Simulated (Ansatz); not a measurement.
# MgNH (triplet): B2PLYP, RPA-PBE over a scan of the scale of all distances, 6-31G

How well do these functionals follow the top wave-function level for MgNH (triplet) over a scan of the scale of all distances?

Program: Ansatz 0.2.0, Gaussian basis. Level of theory: 6-31G, all electrons in the functionals, frozen cores in the correlation of double hybrids and RPA. These are calculated values, not measurements.

To be run: B2PLYP, RPA-PBE, at 0.868; 1.000; 1.107; 1.313; 1.510; 1.746; 2.039; 2.423.

22 further runs of the same task are left out: 8 for a known fault of the program, 10 that didn't finish, 4 set aside as unsound or not needed. Runs told in other sessions of the task aren't counted.

## Step 1: What is computed

The geometry derives from a PBE0/def2-TZVP stationary point (not a proven minimum). All distances are scaled together.

3 atoms, charge 0, spin multiplicity 3.

Atoms are counted from 1 here; the program's logs count them from 0.

Bond lengths: N1–Mg2 1.882 Å, N1–H3 1.011 Å. Angles: Mg2–N1–H3 180.0°.

No dispersion term is added.

The geometry shown and the zero of energy belong to the point 1.000. The yardstick, FCI, and other wave-function levels (R restricted, U unrestricted, valence and pair active spaces) come from earlier runs.

## Step 2: B2PLYP, 0.868

File in.yaml:

```yaml
crystal:
  periodic: [false, false, false]
  atoms:
    - {symbol: N, position_ang: [0.000000, 0.000000, 0.251923]}
    - {symbol: Mg, position_ang: [0.000000, 0.000000, -1.381393]}
    - {symbol: H, position_ang: [0.000000, 0.000000, 1.129471]}
basis:
  gaussian: {orbitals: 6-31G}
magnetization: {spin_polarized: true, initial_magnetization: 2}
hamiltonian: {xc: {name: B2PLYP}}
correlation: {electrons: outside_noble_gas}
```

Launch:

```
> ansatz run in.yaml --threads 1 --pin off --events-out ev --progress --plain --max-ram 2393MiB
```

After this run come: B2PLYP, 1.000; B2PLYP, 1.107; B2PLYP, 1.313; B2PLYP, 1.510; B2PLYP, 1.746; B2PLYP, 2.039; B2PLYP, 2.423; RPA-PBE, 0.868; RPA-PBE, 1.000; RPA-PBE, 1.107; RPA-PBE, 1.313; RPA-PBE, 1.510; RPA-PBE, 1.746; RPA-PBE, 2.039; RPA-PBE, 2.423.

**Question.** What will the summary of the whole plan be? Wanted: span of the FCI curve; largest miss, B2PLYP; largest miss, RPA-PBE.

As calculated:

| quantity | value |
| --- | --- |
| span of the FCI curve | 295.8 kJ/mol |
| largest miss, B2PLYP | +86.1 kJ/mol (2.039) |
| largest miss, RPA-PBE | -34.9 kJ/mol (1.313) |

Of the functionals, RPA-PBE keep the smallest largest miss at the points compared (at most 34.9 kJ/mol) and B2PLYP strays most (86.1 kJ/mol, at 2.039). B2PLYP, RPA-PBE clearly break the spin symmetry at some points (⟨S²⟩ up to 0.94 above the pure value), so energy there is bought with a mixed spin. Functionals and the yardstick converge differently with the basis, so part of each miss in 6-31G is the basis.
